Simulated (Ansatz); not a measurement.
Ansatz (a first-principles code) input (CCSD(T)/aug-cc-pVDZ):

Ansatz 0.2 input:
```yaml
crystal:
  periodic: [false, false, false]
  atoms:
    - {symbol: C, position_ang: [-0.00000000, -0.00000000, -0.00000000]}
    - {symbol: H, position_ang: [0.00360111, 1.07859343, -0.02702022]}
    - {symbol: H, position_ang: [0.93257816, -0.54247981, 0.01097634]}
    - {symbol: H, position_ang: [-0.93617928, -0.53611362, 0.01604388]}
basis:
  gaussian:
    orbitals: aug-cc-pVDZ
magnetization: {spin_polarized: true, initial_magnetization: 1}
correlation: {method: ccsd_t, electrons: outside_noble_gas}
output: {forces: true}
```

End of the output:

```
integrals: 0.03 GiB planned
489 factors; integrals over basis functions are off by at most 1.0e-3 eV
mean field: 0.08 GiB planned
mean field evaluation 1: about -1075.8501 eV, gradient 1.2e1 eV
mean field evaluation 2: about -1075.8500 eV, gradient 1.2e1 eV
mean field evaluation 4: about -1076.6284 eV, gradient 1.0e0 eV
mean field evaluation 8: about -1076.6406 eV, gradient 8.7e-4 eV
mean field evaluation 16: about -1076.6407 eV, gradient 1.9e-2 eV
mean field -1076.64060794 eV, -39.5658125685 hartree, gradient 2.7e-6 eV, S^2 0.761218; 1 other end points of the search recorded, 0 dependent functions left out
1 core orbitals not correlated
reference -1076.64060794 eV, -39.5658125685 hartree; 4, 3 occupied and 45, 46 virtual orbitals, 489 factors
densities: 0.17 GiB planned
second order -3.59978688 eV of doubles, -0.00000000 eV of singles
coupled cluster: 0.13 GiB planned
cycle   1  -4.06737451 eV  change   -4.7e-1 eV  update   4.1e-2
cycle   2  -4.21197034 eV  change   -1.4e-1 eV  update   1.5e-2
cycle   3  -4.22286826 eV  change   -1.1e-2 eV  update   4.7e-3
cycle   4  -4.22316603 eV  change   -3.0e-4 eV  update   1.6e-3
cycle   5  -4.22334987 eV  change   -1.8e-4 eV  update   5.8e-4
cycle   6  -4.22348838 eV  change   -1.4e-4 eV  update   1.7e-4
cycle   7  -4.22352076 eV  change   -3.2e-5 eV  update   5.6e-5
cycle   8  -4.22352704 eV  change   -6.3e-6 eV  update   1.7e-5
cycle   9  -4.22352752 eV  change   -4.8e-7 eV  update   4.2e-6
perturbative correction -0.08915856 eV, -0.0032765166 hartree
the calculation of the forces begins
Total energy: -1080.95329402 eV, -39.7243008587 hartree
Atom 0 at    -0.000000    -0.000000    -0.000000 Å, force    -0.000000    -0.000000     0.000000 eV/Å
Atom 1 at     0.003601     1.078593    -0.027020 Å, force     0.001765     0.528673    -0.013244 eV/Å
Atom 2 at     0.932578    -0.542480     0.010976 Å, force     0.457104    -0.265897     0.005380 eV/Å
Atom 3 at    -0.936179    -0.536114     0.016044 Å, force    -0.458869    -0.262776     0.007864 eV/Å
Dipole moment:    -0.000000    -0.000000     0.000000 e Å
```
